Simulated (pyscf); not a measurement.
Concerted two-bond exchange: H₂B–CH(CH₃)–OH → cyclic C₂H₅BO (SMILES CC1BO1) + hydrogen (H₂)

Gas phase, singlet surface, charge 0. Bonds broken: O3–H9, B8–H10. Bonds formed: O3–B8, H9–H10. Optimised with ωB97X-D3(BJ)/def2-SVP in PySCF.

Transition state (Å):

```xyz
11

C      0.4858    -0.1463    -0.7331
C     -0.9536    -0.1476    -0.2843
O     -1.3680     0.9946     0.5021
H      0.6686     0.6442    -1.4793
H      0.7437    -1.1152    -1.1891
H      1.1686     0.0208     0.1150
H     -1.6858    -0.3186    -1.0860
B     -1.5307    -0.4094     1.1200
H     -0.7220     0.5269     1.6654
H     -0.5292    -0.3650     2.0199
H     -2.5409    -0.8513     1.5956
```

One imaginary mode, 1201i cm⁻¹; descent along it reached the two sides named.

| bond | change | reactant side (Å) | saddle | product side |
|---|---|---|---|---|
| O3–H9 | breaks | 0.967 | 1.411 | 4.1 |
| B8–H10 | breaks | 1.215 | 1.347 | 3.1 |
| O3–B8 | forms | 1.693 | 1.543 | 1.330 |
| H9–H10 | forms | 2.410 | 0.979 | 0.760 |

Electronic energies relative to the reactant's lowest minimum found (eV):

| level | barrier | reaction energy | reverse barrier |
|---|---|---|---|
| ωB97X-D3(BJ)/def2-TZVP | 1.57 | +0.37 | 1.20 |
| PBE/def2-TZVP | 1.22 | +0.28 | 0.95 |
| r²SCAN/def2-TZVP | 1.35 | +0.31 | 1.04 |
| B3LYP-D3(BJ)/def2-TZVP | 1.52 | +0.28 | 1.25 |
| PBE0-D3(BJ)/def2-TZVP | 1.40 | +0.42 | 0.98 |
| M06-2X/def2-TZVP | 1.52 | +0.29 | 1.24 |
| ωB97M-D3(BJ)/def2-TZVP | 1.55 | +0.35 | 1.20 |
| HF/def2-TZVP | 2.17 | +0.28 | 1.90 |

With ωB97M-D3(BJ)/def2-TZVP energies and thermal terms (ideal gas, 1 atm, RRHO with modes under 100 cm⁻¹ raised to 100, one conformer, R ln 2 for chiral ones without a mode under 150 cm⁻¹), in eV:

```csv
T (K),ΔH‡,ΔG‡,ΔH,ΔG
298,1.43,1.44,+0.12,-0.25
600,1.40,1.47,+0.15,-0.65
900,1.38,1.51,+0.15,-1.05
1200,1.36,1.56,+0.13,-1.45
```

What is counted as formed (B–O) is already present as a longer contact in the reactant adduct; forming that adduct is a step of its own. At the saddle there is also a short B–H contact that neither side keeps. This saddle turned up in a search for another step; its sides and bond changes are read from the two ends of the descent. H₂B–CH(CH₃)–OH is closed by a dative B–O contact. H₂B–CH(CH₃)–OH lies 2.91 eV over its isomer H₃C–B(CH₃)–OH (electronic energy, ωB97M-D3(BJ)/def2-TZVP). cyclic C₂H₅BO (SMILES CC1BO1) lies 2.10 eV over its isomer H₃C–CH₂–B=O (electronic energy, ωB97M-D3(BJ)/def2-TZVP). One saddle was located; it need not be the lowest between these sides.
